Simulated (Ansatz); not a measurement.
Ba2PdO3: computed properties

Computed with DFT r2SCAN, scalar-relativistic, plane waves, PAW (Ansatz 0.2.0).

Settings: cutoff 500 eV, Γ-centred mesh 12×12×12 on the computed 6-atom cell, Gaussian smearing of 0.02 eV; no spin polarisation.

The structure is relaxed at this level of theory with its symmetry kept. Whether it is the stable form of this composition wasn't checked.

```
CELL_PARAMETERS angstrom
-1.92359 2.05049 6.65699
1.92359 -2.05049 6.65699
1.92359 2.05049 -6.65699
ATOMIC_POSITIONS crystal
Ba 0.64539 0.64539 0.00000
Ba 0.35461 0.35461 0.00000
Pd 0.00000 0.00000 0.00000
O 0.50000 0.00000 0.50000
O 0.84541 0.84541 0.00000
O 0.15459 0.15459 0.00000
```

| Property | Result |
| --- | --- |
| Space group | Immm (No. 71) |
| Volume per atom | 118.1 bohr³ |
| Formation energy from the elements' standard states (uncorrected) | -2.196 eV/atom |
| Generalised Kohn–Sham band gap | 0.29 eV |
| Löwdin character of the top 1 eV of the valence band | O 2p 53 %, Pd 4d 41 % |
| Löwdin character of the lowest 1 eV of the conduction band | Pd 4d 52 %, O 2p 31 %, unprojected 7 % |
| Bader charges (e) | Ba (2 in the cell) 1.51, Pd (1 in the cell) 0.72, O (1 in the cell) -1.19, O (2 in the cell) -1.28 |

Spin-orbit coupling is left out, which matters for the bands of heavy elements.

Cost: 1 run of about 10 core-minutes, on Arm Neoverse V1 (shared hosts).